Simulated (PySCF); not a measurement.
BFH3P.
Structure used (PBE0-D3(BJ)/def2-SVP), in Å, numbered top down from 1:
```xyz
6
BFH3P angstrom
F      1.4994    0.9457    0.1466
B      0.7891   -0.1519   -0.0459
P     -1.0200   -0.0291   -0.6443
H      1.3532   -1.2175    0.0694
H     -1.4284    1.0911    0.1341
H     -1.5423   -1.0501    0.1976
```

Computed with EOM-IP-CCSD/aug-cc-pVDZ in PySCF, restricted Hartree–Fock reference, frozen core, non-relativistic, gas phase, PBE0-D3(BJ)/def2-SVP geometry.

Hartree–Fock orbital energies give these Koopmans values (eV): HOMO 10.28, HOMO-1 12.63, HOMO-2 14.37, HOMO-3 16.37, HOMO-4 18.59, HOMO-5 19.26.

Task: What vertical ionisation energies does EOM-IP-CCSD give?

Result: 
```csv
leading hole (HF orbital),Koopmans (eV),EOM-IP-CCSD (eV),change (eV),one-hole share
HOMO,10.28,10.04,-0.24,0.96
HOMO-1,12.63,11.90,-0.73,0.95
HOMO-2,14.37,13.71,-0.66,0.95
HOMO-3,16.37,15.14,-1.23,0.93
HOMO-4,18.59,16.37,-2.22,0.94
HOMO-5,19.26,16.86,-2.40,0.93
```

Task: Does the order of the lines follow the orbital energies?

Result: Yes, no two lines change places. The corrections run from -2.40 to -0.24 eV, with a mean of -1.25 eV over the 6 lines; no line lies above its Koopmans value.

Task: At what kinetic energies would He I light (21.22 eV) eject these electrons?

Result: 11.18 eV (HOMO), 9.32 eV (HOMO-1), 7.51 eV (HOMO-2), 6.08 eV (HOMO-3), 4.85 eV (HOMO-4), 4.36 eV (HOMO-5).

Task: What total energy has the lowest final state, and which wavelength reaches it?

Result: E(CCSD) + ionisation energy = -467.11614 + 0.36902 = -466.74712 Eh, at the geometry of the initial state. The threshold wavelength is 1239.84 eV nm/10.04 eV = 123.5 nm.

One root was sought for each valence orbital with −ε under 21 eV, eight at most, so deeper holes and satellites are missing; no vibrational structure.

On an Intel Xeon Platinum 8375C at 2.90 GHz with one thread, shared host with 96 logical CPUs at a one-minute load of 40, this took 2.3 min and 0.92 GiB of memory at its peak.

One conformer stands for the species.
